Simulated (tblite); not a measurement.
Compound: C4H9NS (charge +1 and doublet state).
Atom-mapped SMILES: `[CH3:1][CH2:2][NH+:3][C:4]([CH3:5])=[S:6]` (hydrogens: H7, H8, H9 on C1; H10, H11 on C2; H12 on N3; H13, H14, H15 on C5)

The geometry is computed with GFN2-xTB (gas phase). This method treats the open shell by occupation alone, without spin polarisation.

Task: List the bond lengths, angles and torsions at this level.

Result: 
```tsv
bond	length (pm)
C1–C2	151.5
C2–N3	144.8
N3–C4	130.8
C4–C5	148.5
C4=S6	168.5
C1–H7, C1–H8, C1–H9	108.8
C2–H10, C2–H11	109.9
N3–H12	101.6
C5–H13, C5–H14, C5–H15	109.0
```

Bonds in one row agree within 1 pm and their mean is given. A selection of angles:
```tsv
angle	degrees
C2–C1–H7	109.7
C2–C1–H8	111.0
H7–C1–H8	107.6
H7–C1–H9	108.8
C1–C2–N3	111.3
C1–C2–H10	111.1
C1–C2–H11	110.4
N3–C2–H10	106.8
N3–C2–H11	109.4
H10–C2–H11	107.7
C2–N3–C4	124.0
C2–N3–H12	116.2
C4–N3–H12	119.8
N3–C4–C5	120.9
N3–C4–S6	121.0
C5–C4–S6	118.0
C4–C5–H13	110.9
C4–C5–H14	109.8
H13–C5–H14	108.0
H13–C5–H15	108.9
```

Dihedral angles: C1–C2–N3–C4 133° (anticlinal); C2–N3–C4–C5 178° (antiperiplanar). The mirror-image conformer, all signs reversed, is as good.

The 2 C–C bonds span 1.485 Å (C4–C5, drawn single) to 1.515 Å (C1–C2, drawn single), a spread of 0.030 Å. C4 (carbon bonded to C, N and S) is planar (angles 121.0°, 120.9° and 118.0°, sum 360.0°, 0.00 Å off the plane of its three neighbours). Of the pairs four or more bonds apart, S6···H10 is among the closest relative to their van der Waals radii: 2.39 Å, 80 % of the sum of Bondi's values. The C–N distances run from 1.308 Å (N3–C4, drawn single in one of several resonance forms) to 1.448 Å (C2–N3, drawn single), a spread of 0.140 Å. N3 (nitrogen bonded to 2 C and H) is planar (angles 124.0°, 119.8° and 116.2°, sum 360.0°, 0.00 Å off the plane of its three neighbours).

Point group: C1 (no symmetry element, even within 0.4 Å). Its GFN2-xTB frequencies are all real (lowest 31 cm⁻¹). 2 starts were optimised and ended at 0.00 and 1.07 kcal/mol (GFN2-xTB); the lowest of these is shown.

On one thread, Arm Neoverse V1 (aarch64) (shared host), this took 0.54 s. This is the geometry optimisation.
